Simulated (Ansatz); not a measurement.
Reaction (SMILES): [SiH3][SiH2] (SiH2-SiH3) → 5 H atom + 2 Si atom
B3LYP-D3(BJ)/def2-TZVP geometries, fixed; electronic energies without zero-point terms.

Basis-set convergence of the atomisation energy at CCSD(T) with Ansatz (an electronic-structure program). Cartesian d functions, on some or all atoms, in 6-31+G*, 6-31G**, 6-311G**, 6-311+G**; all else is spherical. Cores are frozen. Open shells are unrestricted. No added dispersion term, no relativity. Functions are those of the species that has most. Reference: Hartree-Fock in cc-pV(Q+d)Z plus the correlation part extrapolated as X^-3 from cc-pV(T+d)Z and cc-pV(Q+d)Z, 443.46 kcal/mol, itself unsure by roughly 1.99 kcal/mol (a third of the extrapolation step and of the last Hartree-Fock step). Deviations are taken from unrounded values.

| basis | functions | atomisation energy (kcal/mol) | minus reference (kcal/mol) |
|---|---|---|---|
| STO-3G | 23 | 549.04 | 105.59 |
| 3-21G | 36 | 352.06 | -91.40 |
| 6-31G | 36 | 347.52 | -95.93 |
| pcseg-0 | 36 | 341.34 | -102.11 |
| def2-SV(P) | 46 | 378.56 | -64.90 |
| 6-31+G* | 56 | 385.62 | -57.84 |
| 6-31G** | 63 | 410.09 | -33.36 |
| 6-311G** | 84 | 417.58 | -25.88 |
| def2-SVPD | 88 | 416.08 | -27.38 |
| 6-311+G** | 92 | 417.93 | -25.53 |
| aug-pcseg-1 | 99 | 412.71 | -30.75 |
| def2-TZVP | 104 | 423.41 | -20.05 |
| aug-cc-pV(D+d)Z | 109 | 413.29 | -30.17 |
| 6-311++G(2d,2p) | 120 | 419.54 | -23.91 |
| def2-TZVPD | 131 | 424.98 | -18.48 |
| jun-cc-pV(T+d)Z | 166 | 431.38 | -12.08 |
| 6-311++G(3df,3pd) | 184 | 432.73 | -10.73 |
| aug-cc-pV(T+d)Z | 225 | 433.54 | -9.92 |
